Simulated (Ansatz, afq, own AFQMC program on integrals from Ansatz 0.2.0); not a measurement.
Integrals from Ansatz 0.2.0, then the random walk in our own AFQMC program (afq).

```yaml
crystal:
  periodic: [false, false, false]
  atoms:
    - {symbol: Si, position_ang: [0.000000, 0.000000, 0.000000]}
    - {symbol: N, position_ang: [0.000000, 0.000000, 1.889128]}
basis:
  gaussian: {orbitals: 6-31G}
magnetization: {spin_polarized: true, initial_magnetization: 3}
correlation: {method: ccsd_t, electrons: outside_noble_gas, hamiltonian_folder: ham}
```

```sh
$ ansatz run in.yaml --threads 1 --pin off --events-out ev --progress --plain --max-ram 1843MiB
```

afq runs on the folder ham with

```
--method free --trial cisd --walkers 50 --time-step 0.02 --max-blocks 120 --target-error 0.00072 --factor-cut 0.001 --seed 4589 --times 0.0,0.2,0.4,0.8,1.2 --taylor-order 8
```

Times are imaginary, in 1/Eh. The walk had a cap of 207 s.

```
orbitals 16  electrons 6 3  factors 67 of 272
reference energy -343.16599561 Eh
CCSD correlation -0.12018122 Eh in 22 cycles, weight of the determinant in the CISD state 0.6995
repeat  energy at the last time / Eh  error
    10  -343.294200  0.001205
    20  -343.294087  0.001219
    30  -343.293954  0.000897
    40  -343.293699  0.000704
time / (1/Eh)  energy / Eh  error  mean overlap
  0.00  -343.287093  0.000422  1.4429
  0.20  -343.289413  0.000332  1.4481
  0.40  -343.291333  0.000571  1.4480
  0.80  -343.294169  0.000636  1.4414
  1.20  -343.293581  0.000692  1.4637
energy -343.293581 +/- 0.000692 Eh
```

Q: Estimate how long the walk took on 1 thread of Arm Neoverse V2, on a shared host.

A: 4.5 s of wall time.

The run passed its tests (error under three times the target), which doesn't prove that it has relaxed.

Against this walk (error 18.8 meV) on the same determinant: CCSD(T) 0.3 meV lower (within the noise), CCSDT(Q) 363.6 meV lower, CCSDTQ 318.9 meV lower, full CI 320.9 meV lower. The error is statistical, and a free projection of finite length keeps a remainder of its start. The determinant has ⟨S²⟩ = 4.26, so the low cluster orders mix in higher spin, and so can this walk. Full CI is exact here, so the walk's 321 meV above it is the walk's own error: what remains of the start. The determinant is a poor start (see the cautions), so the low cluster orders aren't to be relied on, and full CI is the sure value.

Cautions: remainder of the start not in the error; start is not spin pure; lower spins were not checked; the search met a lower determinant of the same kind, perhaps of another symmetry (643 meV lower), and this one is a saddle point; strong correlation (T1 0.087, weight of the determinant 0.70, largest double 0.30); (T) is large, 6 % of the CCSD correlation; unrestricted determinant spin contaminated (⟨S²⟩ 4.26 against 3.75); CCSD(T) is in doubt: in a space of 9 electrons in 9 natural orbitals full CI lies 139 meV below it; the CCSDT(Q) amplitudes may be one of several solutions (largest double 0.88); the CCSDTQ amplitudes may be one of several solutions (largest double 0.95); the determinant fills πx and πy unequally, so it mixes two states of the linear molecule, and each level undoes that mixture to a different degree, while full CI gives the lower state; the coarse factor cut changes the integrals a little.

CCSDT and higher add their correlation energy to the determinant of the CCSD(T) run, since their own runs factorise the integrals more tightly (a shift of under 2 meV).
